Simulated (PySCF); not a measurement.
**Potential energy of BP⁻ along the bond**

Set-up: B def2-TZVPPD, P def2-TZVPPD; no relativity (PySCF 2.14). Energies in eV from B + P⁻ in their ground configurations at the same level. State: ²Σ⁺ (doublet), unpaired electrons σ ↑.

```
R (Å)    BP86
1.458  -4.459
1.526  -5.237
1.593  -5.688
1.644  -5.864
1.695  -5.931
1.746  -5.913
1.814  -5.790
1.898  -5.525
2.000  -5.111
2.136  -4.491
```

Q: Put a parabola through the three lowest points of the BP86 curve and estimate Re, k and ωe (reduced mass 8.122 u; 1 eV/Å² = 0.16022 mdyn/Å; ωe = 1302.8·√(k/μ) cm⁻¹).

A: Through R = 1.644, 1.695, 1.746 Å the second-order coefficient is 16.3 eV/Å², so Re ≈ 1.710 Å, k ≈ 5.24 mdyn/Å and ωe ≈ 1046 cm⁻¹. A polynomial fit of higher order to the unrounded BP86 energies gives Re = 1.708 Å, k = 4.91 mdyn/Å, ωe = 1013 cm⁻¹; anharmonicity and rounding make the difference.

The higher-order fit for each curve: BP86: Re = 1.708 Å, ωe = 1013 cm⁻¹, De = 5.93 eV.

For an ion De counts to the pair picked by the measured ionisation energies or electron affinities, which need not be the lowest pair at this level. The highest Kohn–Sham level is positive in this anion. Much of that is self-interaction error, but it also means that the finite basis helps to hold the extra electron. The state is the lowest determinant that a PBE0 search found; another state may lie lower at other levels.
